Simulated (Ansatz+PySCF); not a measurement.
The numbers below are computed, except where a source is named.
This PySCF input gave a total energy of -138.90541 hartree.

```python
from pyscf import gto, scf

mol = gto.M(atom="""
C 0.000000 0.000000 -0.569240
F 0.000000 0.000000 0.685120
H 0.000000 -0.953150 -0.916880
H -0.825450 0.476570 -0.916880
H 0.825450 0.476570 -0.916880
""", basis='def2-svp', charge=0, spin=0)
mf = scf.RHF(mol)
mf.init_guess = 'minao'
mf.kernel()
while True:  # follow internal instabilities
    mo, _, stable, _ = mf.stability(return_status=True)
    if stable: break
    mf.kernel(mf.make_rdm1(mo, mf.mo_occ))
print(mf.converged, mf.e_tot, mf.spin_square()[0])
```

(1) Write an input for Ansatz with the same method and basis set.

## Answers

(1)

```yaml
crystal:
  periodic: [false, false, false]
  atoms:
    - { symbol: C, position_ang: [0.0, 0.0, -0.56924] }
    - { symbol: F, position_ang: [0.0, 0.0, 0.68512] }
    - { symbol: H, position_ang: [0.0, -0.95315, -0.91688] }
    - { symbol: H, position_ang: [-0.82545, 0.47657, -0.91688] }
    - { symbol: H, position_ang: [0.82545, 0.47657, -0.91688] }
basis:
  gaussian: { orbitals: def2-SVP }
hamiltonian:
  xc: hf
```

Ansatz (development build ahead of 0.2.0) gave -138.90541 hartree, 0.03 meV from the first.
